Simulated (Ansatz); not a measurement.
Consider Pd in the fcc (Cu type) structure (space group Fm-3m, No. 225; a = 3.890 Å).

Levels (all Ansatz, an electronic-structure program, PAW, earlier PAW set): PBE-D3(BJ) (420 eV, scalar-relativistic without spin-orbit coupling); r2SCAN+rVV10 (500 eV, spin-orbit coupling left out).

Levels that relaxed their own cell: PBE-D3(BJ) and r2SCAN+rVV10.

```
level         lattice parameter a
------------  -------------------
PBE-D3(BJ)                3.890 Å
r2SCAN+rVV10              3.893 Å
```

Measured: lattice parameter a 3.876 Å (static lattice; corrected from measurement; as listed in Daniel Mejia-Rodriguez, S. B. Trickey, Phys. Rev. B (2018)).

Computed minus measured — lattice parameter a: PBE-D3(BJ) +0.4 %, r2SCAN+rVV10 +0.4 %.

Whether these cells are dynamically stable was not tested. The final runs are not spin-polarised. Pd has a high density of states at the Fermi level and may be magnetic at this level.
